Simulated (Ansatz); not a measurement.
Mulliken charges of C$_{3}$H$_{4}$O$_{2}$S (`O=S1(=O)C=CC1`) from ωB97M-V/def2-TZVPP in Ansatz (PBE0-D4/def2-TZVP geometry).

```json
{"atom": "O1", "x (Å)": "-0.893", "y (Å)": "-1.415", "z (Å)": "1.482", "charge (e)": "-0.441"}
{"atom": "S2", "x (Å)": "0.137", "y (Å)": "-0.968", "z (Å)": "0.593", "charge (e)": "0.776"}
{"atom": "O3", "x (Å)": "1.397", "y (Å)": "-1.650", "z (Å)": "0.569", "charge (e)": "-0.441"}
{"atom": "C4", "x (Å)": "-0.461", "y (Å)": "-0.539", "z (Å)": "-1.016", "charge (e)": "-0.131"}
{"atom": "C5", "x (Å)": "-0.251", "y (Å)": "0.761", "z (Å)": "-0.825", "charge (e)": "-0.114"}
{"atom": "C6", "x (Å)": "0.314", "y (Å)": "0.845", "z (Å)": "0.570", "charge (e)": "-0.226"}
{"atom": "H7", "x (Å)": "-0.846", "y (Å)": "-1.138", "z (Å)": "-1.828", "charge (e)": "0.139"}
{"atom": "H8", "x (Å)": "-0.435", "y (Å)": "1.589", "z (Å)": "-1.499", "charge (e)": "0.147"}
{"atom": "H9", "x (Å)": "-0.314", "y (Å)": "1.343", "z (Å)": "1.310", "charge (e)": "0.145"}
{"atom": "H10", "x (Å)": "1.352", "y (Å)": "1.172", "z (Å)": "0.645", "charge (e)": "0.145"}
```

Question: By hand: the dipole of these point charges (1 e Å = 4.8032 D).

Answer: Σ q r = (-0.129, 0.833, -0.537) e Å, of length 0.999 e Å = 4.80 D.

Question: How does the dipole of the full density compare? (Estimate.)

Answer: The calculation gave: (-0.148, 0.829, -0.584) e Å, 4.92 D; the point charges give 0.98 times that, at 2° from its direction.

Point charges leave out the atoms' own dipoles, such as those of lone pairs, and Mulliken's split depends on the basis, so the close match here is no proof of good charges.
